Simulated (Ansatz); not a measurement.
Cost and result for the atomization energy of CH4O3S, SMILES `CS(=O)(=O)O` (9 atoms, 8 bonds).

Z-matrix (Å, degrees):
```
C
S 1 1.760
H 1 1.088 2 109.3
H 1 1.089 2 108.6 3 121.7
H 1 1.090 2 106.6 3 -119.4
O 2 1.430 1 109.4 3 50.0
O 2 1.421 1 108.5 3 -175.4
O 2 1.596 1 101.2 3 -62.8
H 8 0.966 2 107.8 1 109.4
```

Total charge 0; spin multiplicity 1. The structure was optimised at the PBE0-D4/def2-TZVP level. It is one conformer, not always the lowest. Program: Ansatz. All runs use 4 threads of a server CPU on a shared host. Times are those of one run each, without the atoms' runs, and a repeat can differ threefold. Electronic energies, without spin–orbit coupling; frozen cores. CCSD(T)/CBS adds CCSD(T) − MP2 in def2-TZVPP to the MP2 limit, and its time is that of the two runs behind it. T1 = 0.015.

CCSD(T)/CBS is a level of theory with its own doubt, some kJ/mol a heavy atom from the limit and from the frozen cores, so smaller differences don't rank the functionals.

```csv
level,functions,wall time
LDA (SPW92)/def2-TZVPP,222,0.85 s
revPBE-D4/def2-TZVPP,222,1.3 s
BHLYP-D4/def2-TZVPP,222,1.9 s
PBE0-D4/def2-TZVPP,222,1.9 s
CAM-B3LYP-D4/def2-TZVPP,222,2.1 s
CCSD(T)/def2-SVP,94,2.5 s
r2SCAN-D4/def2-TZVPP (with forces),222,2.7 s
B2PLYP/def2-TZVPP,222,3.2 s
B97M-V/def2-TZVPP,222,4.6 s
ωB97M-V/def2-TZVPP (with forces),222,6 s
MP2/def2-QZVPP,418,12 s
CCSD(T)/def2-TZVPP,222,51 s
CCSD(T)/CBS(def2),–,63 s
```

Problem. What atomization energy does each give, and how far from CCSD(T)/CBS? (Estimate.)

Solution. Computed: 
| level | atomization (kJ/mol) | difference from CCSD(T)/CBS | per bond |
| --- | --- | --- | --- |
| LDA (SPW92)/def2-TZVPP | 3968.6 | 671.7 | 84.0 |
| revPBE-D4/def2-TZVPP | 3298.9 | 2.0 | 0.2 |
| BHLYP-D4/def2-TZVPP | 3073.6 | -223.3 | -27.9 |
| PBE0-D4/def2-TZVPP | 3283.7 | -13.2 | -1.7 |
| CAM-B3LYP-D4/def2-TZVPP | 3280.0 | -16.9 | -2.1 |
| CCSD(T)/def2-SVP | 2848.8 | -448.1 | -56.0 |
| r2SCAN-D4/def2-TZVPP (with forces) | 3320.0 | 23.1 | 2.9 |
| B2PLYP/def2-TZVPP | 3232.3 | -64.6 | -8.1 |
| B97M-V/def2-TZVPP | 3295.3 | -1.6 | -0.2 |
| ωB97M-V/def2-TZVPP (with forces) | 3296.0 | -0.9 | -0.1 |
| MP2/def2-QZVPP | 3379.9 | 83.0 | 10.4 |
| CCSD(T)/def2-TZVPP | 3163.2 | -133.7 | -16.7 |
| CCSD(T)/CBS(def2) | 3296.9 | 0.0 | 0.0 |

From BLYP to BHLYP (50 % exact exchange), in def2-TZVPP and without D4, the atomization energy moves by −197.4 kJ/mol: exact exchange takes away binding that semilocal exchange gives to molecules. At CCSD(T), def2-SVP lies −448.1 kJ/mol from the extrapolated value and def2-TZVPP −133.7 kJ/mol: correlation converges slowly with the basis, and small sets miss more of it in the bonded molecule than in its fragments. In def2-TZVPP, CCSD(T) changes the Hartree–Fock value by +1096.3 kJ/mol (the triples alone add +79.8 kJ/mol) and MP2 by +1231.8 kJ/mol; breaking electron pairs costs correlation energy, which Hartree–Fock lacks.
